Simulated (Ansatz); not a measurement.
Input for Ansatz (development build ahead of 0.2.0):

```yaml
crystal:
  periodic: [false, false, false]
  atoms:
    - { symbol: Al, position_ang: [0.01687, -0.04554, -1.0918] }
    - { symbol: P, position_ang: [-0.018, -0.01841, 1.06082] }
basis:
  gaussian: { orbitals: def2-SVP }
magnetization:
  initial_magnetization: 2
hamiltonian:
  xc: hf
correlation:
  method: mp2
  frozen_orbitals: { Al: 5, P: 5 }
```

The input is written out in the form of the current development build from the run's settings. Correlation on restricted open-shell orbitals is semicanonical, with singles.

The run gave:

| Property | Result |
| --- | --- |
| Converged | yes |
| Reference energy | -582.40733 hartree |
| Correlation energy | -0.11851 hartree |
| Total energy | -582.52584 hartree |
| Spin squared of the determinant | 2.000 |
| Stability test | minimum among restricted orbitals |
| Occupied orbitals by symmetry in an Abelian subgroup (alpha; beta) | 9 A1 3 B1 3 B2; 9 A1 2 B1 2 B2 |

Messages of the program:
```
mean field -15848.11080152 eV, -582.4073297205 hartree, gradient 5.7e-6 eV, S^2 2.000000; 9 other ends of a descent, 0 dependent functions left out
```

Caution: a plain start can end on a higher determinant.
